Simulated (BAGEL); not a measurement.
# BHSCl (SMILES S[B]Cl): ROHF/aug-cc-pVDZ (density fitting with qzvpp-jkfit)

What is the vertical doublet–quartet gap of BHSCl at ROHF/aug-cc-pVDZ (density fitting with qzvpp-jkfit)? 

The calculation is run with BAGEL 1.2.2.

### 1 The structure to begin with

BHSCl: 4 atoms, total charge 0, spin state doublet. SMILES: `S[B]Cl`. The shape is that of a PBE0-D4/def2-TZVP optimisation.

Bond lengths: S1–B2 1.766 Å, B2–Cl3 1.722 Å, S1–H4 1.344 Å. Angles: S1–B2–Cl3 124.8°, B2–S1–H4 96.3°.

### 2 A single-point energy at ROHF/aug-cc-pVDZ (density fitting with qzvpp-jkfit)

calc.json reads:

```json
{ "bagel": [

{
  "title": "molecule",
  "basis": "aug-cc-pvdz.json",
  "df_basis": "qzvpp-jkfit",
  "angstrom": "true",
  "geometry": [
    { "atom": "S", "xyz": [       0.566400,      -0.789100,       0.531400 ] },
    { "atom": "B", "xyz": [      -0.299600,       0.475700,      -0.345800 ] },
    { "atom": "Cl", "xyz": [      -2.014100,       0.616000,      -0.427300 ] },
    { "atom": "H", "xyz": [       1.802900,      -0.362900,       0.221400 ] }
  ]
},

{ "title": "rohf", "nopen": 1 },

{ "title": "print", "file": "orbitals.molden", "orbitals": "true" }

]}
```

The basis set aug-cc-pVDZ is read from a file made from the Basis Set Exchange's data (not shown).

Command:

```
$ BAGEL_NUM_THREADS=1 BAGEL calc.json > calc.out
```

Log:

```text
* using 1 threads per process

  ===============================================================
  ===============================================================

  *** Geometry ***

  { "atom" : "S", "xyz" : [      1.070341,     -1.491183,      1.004200 ] },
  { "atom" : "B", "xyz" : [     -0.566162,      0.898943,     -0.653467 ] },
  { "atom" : "Cl", "xyz" : [     -3.806097,      1.164071,     -0.807480 ] },
  { "atom" : "H", "xyz" : [      3.406987,     -0.685782,      0.418385 ] },

  Number of auxiliary basis functions:      349

  Since a DF basis is specified, we compute 2- and 3-index integrals:
    o Being stored without compression. Storage requirement is 0.021 GB

  Number of basis functions:       86
  Number of electrons      :       39

    * METHOD: MOLECULE                             0.12

  *** Open-shell HF ***

  === Nuclear Repulsion ===
   106.3450801965

      * DIIS with orbital gradients will be used.

  === ROHF iteration (aug-cc-pvdz.json) ===
      0       -882.17665787          0.02571713           0.07
      1       -882.29317468          0.01212564           0.07
      2       -882.31299418          0.00521909           0.07
      3       -882.31716557          0.00171293           0.07
      4       -882.31854955          0.00052741           0.07
      5       -882.31881470          0.00015325           0.07
      6       -882.31886773          0.00004362           0.07
      7       -882.31888206          0.00001532           0.07
      8       -882.31888580          0.00000681           0.07
      9       -882.31888717          0.00000183           0.07
     10       -882.31888780          0.00000070           0.07
     11       -882.31888782          0.00000030           0.07
     12       -882.31888784          0.00000009           0.07
     13       -882.31888784          0.00000004           0.08
     14       -882.31888784          0.00000002           0.07
     15       -882.31888784          0.00000001           0.07
    * SCF iteration converged.

    * S^2 (ROHF) is 0.7500

    * Permanent dipole moment:
           (   -0.521863,     0.005818,     0.000916) a.u.

    * METHOD: ROHF                                 1.28

    * METHOD: PRINT                                0.02

  ===============================================================
```

Wall time 1.6 s (1 thread of Arm Neoverse V1, shared host).

### 3 The quartet, same level

input.json reads:

```json
{ "bagel": [

{
  "title": "molecule",
  "basis": "aug-cc-pvdz.json",
  "df_basis": "qzvpp-jkfit",
  "angstrom": true,
  "geometry": [
    { "atom": "S", "xyz": [       0.566400,      -0.789100,       0.531400 ] },
    { "atom": "B", "xyz": [      -0.299600,       0.475700,      -0.345800 ] },
    { "atom": "Cl", "xyz": [      -2.014100,       0.616000,      -0.427300 ] },
    { "atom": "H", "xyz": [       1.802900,      -0.362900,       0.221400 ] }
  ]
},

{
  "title": "rohf",
  "nopen": 3
},

{
  "title": "print",
  "file": "orbitals.molden",
  "orbitals": true
}

]}
```

The basis set aug-cc-pVDZ is read from a file made from the Basis Set Exchange's data (not shown).

Command:

```
$ BAGEL_NUM_THREADS=1 BAGEL input.json > input.out
```

Log:

```text
* using 1 threads per process

  ===============================================================
  ===============================================================

  *** Geometry ***

  { "atom" : "S", "xyz" : [      1.070341,     -1.491183,      1.004200 ] },
  { "atom" : "B", "xyz" : [     -0.566162,      0.898943,     -0.653467 ] },
  { "atom" : "Cl", "xyz" : [     -3.806097,      1.164071,     -0.807480 ] },
  { "atom" : "H", "xyz" : [      3.406987,     -0.685782,      0.418385 ] },

  Number of auxiliary basis functions:      349

  Since a DF basis is specified, we compute 2- and 3-index integrals:
    o Being stored without compression. Storage requirement is 0.021 GB

  Number of basis functions:       86
  Number of electrons      :       39

    * METHOD: MOLECULE                             0.12

  *** Open-shell HF ***

  === Nuclear Repulsion ===
   106.3450801965

      * DIIS with orbital gradients will be used.

  === ROHF iteration (aug-cc-pvdz.json) ===
      0       -881.92815645          0.03395299           0.07
      1       -882.10489800          0.01694747           0.07
      2       -882.14216468          0.00707292           0.07
      3       -882.14980219          0.00189201           0.07
      4       -882.15147441          0.00056349           0.07
      5       -882.15177138          0.00018807           0.07
      6       -882.15183029          0.00004386           0.07
      7       -882.15184883          0.00001297           0.07
      8       -882.15185276          0.00000513           0.07
      9       -882.15185337          0.00000175           0.07
     10       -882.15185363          0.00000069           0.07
     11       -882.15185372          0.00000028           0.07
     12       -882.15185372          0.00000010           0.07
     13       -882.15185373          0.00000005           0.07
     14       -882.15185373          0.00000002           0.07
     15       -882.15185374          0.00000001           0.07
     16       -882.15185374          0.00000001           0.07
    * SCF iteration converged.

    * S^2 (ROHF) is 3.7500

    * Permanent dipole moment:
           (   -1.576742,     1.013888,    -0.694735) a.u.

    * METHOD: ROHF                                 1.33

    * METHOD: PRINT                                0.02

  ===============================================================
```

Wall time 1.6 s (1 thread of Arm Neoverse V1, shared host).

### 4 What came out

At ROHF/aug-cc-pVDZ (density fitting with qzvpp-jkfit):

| quantity | value |
| --- | --- |
| doublet: total energy | -882.31889 Eh |
| doublet: dipole moment | 1.33 D |
| doublet: ⟨S²⟩ | 0.750 |
| quartet: total energy | -882.15185 Eh |
| quartet: dipole moment | 5.08 D |
| quartet: ⟨S²⟩ | 3.750 |
| vertical energy of the quartet above the doublet | 4.545 eV |

**Reading.** At this shape the quartet lies 4.55 eV (439 kJ/mol) above the doublet.
